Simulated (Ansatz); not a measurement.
**2H MoS2**

Method: LDA in Ansatz (PAW).

Settings: plane-wave cutoff 500 eV, 12×12×4 k mesh (along the axes of the cell as run), gaussian smearing 0.02 eV, scalar-relativistic PAW data made under PBE.

Cell (relaxed at this level):

```
CELL_PARAMETERS angstrom
      1.56108    -2.70387     0.00000
      1.56108     2.70387     0.00000
      0.00000     0.00000    12.07726
ATOMIC_POSITIONS crystal
  Mo 0.33333 0.66667 0.25000
  Mo 0.66667 0.33333 0.75000
  S  0.33333 0.66667 0.62131
  S  0.66667 0.33333 0.12131
  S  0.66667 0.33333 0.37869
  S  0.33333 0.66667 0.87869
```

For 2H MoS2, the equilibrium volume per atom comes out as 16.99 Å³/atom, the lattice parameter a is 3.122 Å and the lattice parameter c is 12.077 Å.

Measured, for comparison: lattice constant a 3.16 Å, lattice parameter c 12.294 Å (300 K, no zero-point or thermal correction; as tabulated in arXiv:1605.07067). Computed (rounded) less measured: lattice constant a -1.2 %, lattice parameter c -1.8 %. A static lattice is as a rule a little smaller and stiffer than an uncorrected measurement, which narrows the difference in the lattice constant a, lattice parameter c and would widen misses of the other sign.

The computed numbers hold no vibrational or temperature effects.

Computing time: very roughly 50 core-seconds.

Ansatz is a first-principles code.
